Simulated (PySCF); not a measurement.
Compound: C3H2FN2 (charge -1).
Numbering: `[F:1][c:2]1[cH:3][n-:4][cH:5][n:6]1`

The computed photoelectron lines, unassigned: C 1s: 285.03 (area 1), 285.53 (area 1), 287.06 (area 1) eV; N 1s: 398.53 (area 1), 398.67 (area 1) eV; F 1s: 687.84 eV.

The calculation used delta-SCF UKS SCAN, pcX-2 on the ionised atom, pcseg-1 elsewhere, spin-free X2C (PySCF 2.14.0). Isolated species at its PBE0-D3(BJ)/def2-SVP geometry, gas phase. The geometry's basis has no diffuse functions, a weakness for an anion.

Task: Which carbon gives which C 1s line?

Result: 285.03 eV: C3 (aromatic CH next to a ring nitrogen); 285.53 eV: C5 (aromatic CH next to a ring nitrogen); 287.06 eV: C2 (aromatic C–F carbon). The listed C 1s values span 2.03 eV, from C3 (bonded to N (aromatic in the SMILES), C (aromatic in the SMILES) and H) to C2 (bonded to F, N (aromatic in the SMILES) and C (aromatic in the SMILES)). The widest gap between neighbouring values is 1.53 eV, between 285.53 and 287.06 eV.

Bonded neighbours of each site: F1: C; C2: F, N (aromatic in the SMILES) and C (aromatic in the SMILES); C3: N (aromatic in the SMILES), C (aromatic in the SMILES) and H; N4: 2 C (aromatic in the SMILES); C5: 2 N (aromatic in the SMILES) and H; N6: 2 C (aromatic in the SMILES).

Task: Which photon wavelength matches the C 1s of C5 threshold?

Result: λ = hc/E = 12398.42 eV Å / 285.53 eV = 43.422 Å.

The species carries charge -1, so core ionisation leaves a neutral species. The basis sets have no added diffuse functions.
